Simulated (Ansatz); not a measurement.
Input file:

```yaml
crystal:
  periodic: [false, false, false]
  atoms:
    - {symbol: B, position_ang: [0.000000, -0.179492, 0.794843]}
    - {symbol: O, position_ang: [0.000000, 0.219668, -0.477045]}
    - {symbol: H, position_ang: [0.000000, 0.617909, 1.692490]}
    - {symbol: H, position_ang: [0.000000, -2.179590, -2.645527]}
basis:
  gaussian: {orbitals: cc-pVDZ, point_charges: [{charge: 0.50, position_ang: [4.661, -0.002, 0.101]}]}
magnetization: {spin_polarized: true, initial_magnetization: 1}
correlation: {method: bccd, electrons: outside_noble_gas}
```

```sh
$ ansatz run in.yaml --threads 1 --pin off --events-out ev --progress --plain --max-ram 2393MiB
```

Q: Roughly how long does this take on 1 thread of Arm Neoverse V1, shared host, and how much host memory?

A: 4.2 s wall and 0.19 GiB.

```
345 factors; integrals over basis functions are off by at most 1.0e-3 eV
mean field evaluation 1: about -2732.7582 eV, gradient 3.0e1 eV
mean field evaluation 2: about -2732.7599 eV, gradient 3.0e1 eV
mean field evaluation 4: about -2737.2297 eV, gradient 2.1e0 eV
mean field evaluation 8: about -2737.2887 eV, gradient 2.1e-1 eV
mean field evaluation 16: about -2737.5361 eV, gradient 6.7e-3 eV
mean field evaluation 32: about -2737.5296 eV, gradient 2.7e-1 eV
mean field evaluation 64: about -2737.2836 eV, gradient 4.7e-2 eV
mean field evaluation 96: about -2737.5339 eV, gradient 2.0e-1 eV
mean field evaluation 128: about -2736.2483 eV, gradient 3.0e0 eV
mean field evaluation 160: about -2735.2715 eV, gradient 8.0e-2 eV
...
cycle   8  -7.74978919 eV  change   -1.3e-4 eV  update   2.1e-3
cycle   9  -7.74947464 eV  change    3.1e-4 eV  update   1.1e-3
cycle  10  -7.74874699 eV  change    7.3e-4 eV  update   5.8e-4
cycle  11  -7.74880032 eV  change   -5.3e-5 eV  update   2.5e-4
cycle  12  -7.74860814 eV  change    1.9e-4 eV  update   1.1e-4
cycle  13  -7.74843692 eV  change    1.7e-4 eV  update   5.2e-5
cycle  14  -7.74851605 eV  change   -7.9e-5 eV  update   2.4e-5
cycle  15  -7.74851352 eV  change    2.5e-6 eV  update   1.2e-5
cycle  16  -7.74851990 eV  change   -6.4e-6 eV  update   5.8e-6
cycle  17  -7.74851942 eV  change    4.8e-7 eV  update   2.7e-6
WARN: the results are in doubt because among natural orbitals full CI differs from the method by -0.255 eV
Total energy: -2745.28461270 eV, -100.8873486958 hartree
In doubt: among natural orbitals full CI differs from the method by -0.255 eV
```
